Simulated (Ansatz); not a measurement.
Consider the decarboxylation: `CC(=O)OC(C)C` → `CC(C)C` + `O=C=O`.

Gas-phase electronic energies from Ansatz, PBE0-D4/def2-TZVP geometries. CCSD(T)/CBS is the MP2 limit (def2-TZVPP, def2-QZVPP) plus CCSD(T) − MP2 in def2-TZVPP, frozen cores. This one scheme is used for every species. Functionals use def2-TZVPP. B3LYP here is the variant with VWN-RPA as its local correlation; programs differ in this. One conformer a species, not always the lowest.

| level | ΔE (kcal/mol) |
| --- | --- |
| B97M-V | -11.6 |
| B3LYP-D4 | -10.7 |
| r2SCANh-D4 | -8.8 |
| r2SCAN0-D4 | -7.7 |
| BLYP | -17.1 |
| HF/def2-SVP | -11.1 |
| SCS-MP2/def2-TZVPP | -14.8 |
| MP2/def2-QZVPP | -13.0 |

Q: What does CCSD(T)/CBS give? (Estimate.)

A: Ansatz gave: -9.4 kcal/mol. The listed levels differ from it by -2.2, -1.3, 0.6, 1.7, -7.7, -1.7, -5.4, -3.6 kcal/mol.

Largest T1 diagnostic among the species: 0.018.

At CCSD(T), def2-SVP lies −3.5 kcal/mol from the extrapolated value and def2-TZVPP −1.6 kcal/mol. From r2SCAN to r2SCAN0 (25 % exact exchange), in def2-TZVPP and without D4, ΔE moves by +1.8 kcal/mol. The D4 term adds +2.8 kcal/mol with B3LYP and +1.6 kcal/mol with PBE0; it sums over pairs of atoms, weighted by their polarisabilities, and B3LYP, whose exchange is more repulsive, gets the larger term.
